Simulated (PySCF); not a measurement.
Potential energy of ClF along the bond

Set-up: PySCF, no relativity, basis sets Cl STO-3G, F STO-3G. Energies in eV from Cl + F in their ground configurations at the same level. State: ¹Σ⁺ (singlet), closed shell.

All columns are PBE0. A positive dipole means Cl(−)F(+).

```json
{"R (Å)": "1.489", "E (eV)": "-1.009", "μ (D)": "0.36", "Mulliken charge on Cl (basis-dependent)": "0.09", "HOMO (eV)": "-5.85", "LUMO (eV)": "3.57", "Mayer bond order": "0.99", "⟨S²⟩": "0.00"}
{"R (Å)": "1.558", "E (eV)": "-1.878", "μ (D)": "0.43", "Mulliken charge on Cl (basis-dependent)": "0.05", "HOMO (eV)": "-6.13", "LUMO (eV)": "2.41", "Mayer bond order": "1.00", "⟨S²⟩": "0.00"}
{"R (Å)": "1.627", "E (eV)": "-2.363", "μ (D)": "0.49", "Mulliken charge on Cl (basis-dependent)": "0.02", "HOMO (eV)": "-6.38", "LUMO (eV)": "1.36", "Mayer bond order": "1.00", "⟨S²⟩": "0.00"}
{"R (Å)": "1.679", "E (eV)": "-2.536", "μ (D)": "0.54", "Mulliken charge on Cl (basis-dependent)": "0.00", "HOMO (eV)": "-6.54", "LUMO (eV)": "0.65", "Mayer bond order": "1.00", "⟨S²⟩": "0.00"}
{"R (Å)": "1.731", "E (eV)": "-2.581", "μ (D)": "0.58", "Mulliken charge on Cl (basis-dependent)": "-0.01", "HOMO (eV)": "-6.69", "LUMO (eV)": "0.00", "Mayer bond order": "1.00", "⟨S²⟩": "0.00"}
{"R (Å)": "1.783", "E (eV)": "-2.528", "μ (D)": "0.62", "Mulliken charge on Cl (basis-dependent)": "-0.03", "HOMO (eV)": "-6.82", "LUMO (eV)": "-0.59", "Mayer bond order": "1.00", "⟨S²⟩": "0.00"}
{"R (Å)": "1.852", "E (eV)": "-2.343", "μ (D)": "0.67", "Mulliken charge on Cl (basis-dependent)": "-0.04", "HOMO (eV)": "-6.97", "LUMO (eV)": "-1.29", "Mayer bond order": "1.00", "⟨S²⟩": "0.00"}
{"R (Å)": "1.939", "E (eV)": "-1.988", "μ (D)": "0.74", "Mulliken charge on Cl (basis-dependent)": "-0.06", "HOMO (eV)": "-7.11", "LUMO (eV)": "-2.05", "Mayer bond order": "1.00", "⟨S²⟩": "0.00"}
{"R (Å)": "2.043", "E (eV)": "-1.460", "μ (D)": "0.81", "Mulliken charge on Cl (basis-dependent)": "-0.07", "HOMO (eV)": "-7.24", "LUMO (eV)": "-2.81", "Mayer bond order": "1.00", "⟨S²⟩": "0.00"}
{"R (Å)": "2.181", "E (eV)": "-0.699", "μ (D)": "0.91", "Mulliken charge on Cl (basis-dependent)": "-0.08", "HOMO (eV)": "-7.34", "LUMO (eV)": "-3.60", "Mayer bond order": "0.99", "⟨S²⟩": "0.00"}
```

A fit through these points gives, at Re = 1.727 Å, μ = 0.58 D and dμ/dR = 0.809 D/Å; the reduced mass is 12.31 u.

Problem. How strong is the fundamental in the double-harmonic approximation, I = 42.26·(dμ/dR)²/μred km/mol?

Solution. I = 42.26·(0.809)²/12.31 = 2.25 km/mol at PBE0.

STO-3G is very small, so such numbers show the basis as much as the molecule.
